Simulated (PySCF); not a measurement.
NMR data sheet: C3H4F2O

```yaml
Formula: C3H4F2O
SMILES: CC(=O)C(F)F
Point_group_of_the_computed_structure: Cs
Degrees_of_unsaturation: 1
Carbon_signals: 3
Proton_signals: 2
```

Structure with atom numbers: `[CH3:1][C:2](=[O:3])[CH:4]([F:5])[F:6]`. Hydrogens are named by the atom that carries them.

PySCF 2.14.0 with density-fitted response routines calculation with J: B3LYP/pcJ-1 (spin–dipole term only in couplings to heteroatoms), geometry from GFN2-xTB and GIAO PBE0/pcSseg-1 shieldings; non-relativistic Hamiltonian, no solvent, a single conformation, rapidly exchanging positions averaged.

Referencing at the same level of theory: $^{1}$H, $^{13}$C vs TMS; CFCl3 for $^{19}$F; $^{17}$O against H2O.

```tsv
carbon	δC, type	δH (multiplicity, J in Hz)	HMBC from (abs. J ≥ 3 Hz)	span of the C tensor (ppm)
C1	23.5, CH3	2.50 (t, 2.0)	–	47
C2	205.1, C	–	H(C4), H(C1)	205
C4	118.4, CH	5.71 (t, 61.7)	–	31
```

Other nuclei:
```
atoms   nucleus              environment  δ (ppm)  σ (ppm)
F5/F6  $^{19}$F  fluorine of a CF2 group   -139.9    310.9
   O3  $^{17}$O            ketone oxygen    684.1   -348.0
```

Selected couplings (Hz, signed; the shortest-range and largest first, 30 at most; isotopes $^{13}$C, $^{19}$F, $^{1}$H): $^{1}J$(C4,F5) -315.7, $^{1}J$(C4,H(C4)) 195.7, $^{1}J$(C1,H(C1)) 135.5, $^{1}J$(C2,C4) 54.6, $^{1}J$(C1,C2) 45.5, $^{2}J$(F5,H(C4)) 61.7, $^{2}J$(C2,F5) 26.3, $^{2}J$(C1,C4) 14.3, $^{3}J$(C1,F5) -2.8, $^{4}J$(F5,H(C1)) 2.0.

1. Carbon types of the structure: 1 × C, 1 × CH, 1 × CH3, which accounts for all hydrogens.
2. δC 205.1: ketone carbonyl carbon; low-lying n→π* states of the double bond to the heteroatom give a large paramagnetic term (-269 ppm).
3. δC 118.4: sp3 CH bonded to 2 F, α to a carbonyl; 2 electronegative neighbours deshield it.
4. δC 23.5: methyl carbon α to a carbonyl; α to the electron-withdrawing carbonyl group.
5. δH 5.71: hydrogen on an sp3 CH bonded to 2 F, α to a carbonyl; its carbon carries F, hence the downfield position.
6. δH 2.50: hydrogen on a methyl carbon α to a carbonyl; α to C=O.

Common functionals overestimate the size of one-bond C–F couplings by tens of Hz; these are unscaled. Splittings below 1 Hz are ignored in the labels, and close J values are merged. Shifts are as computed. Against solution values, carbons near 30 ppm lie about +3 ppm off and those near 130 ppm about +5 ppm. Of 1211 compounds with measured shifts, 218 miss one by over three times the rms of a fit or turn the order of signals round; such compounds aren't used in these exercises. Unscaled 19F shifts against computed CFCl3 carry errors that often reach 10 to 50 ppm. Unscaled 17O shifts of doubly bonded oxygen tend to come out too high, by tens of ppm or more. Experimental scales use liquid or dissolved standards, which lie at an offset from isolated H2O (liquid H2O: subtract about 36 ppm).
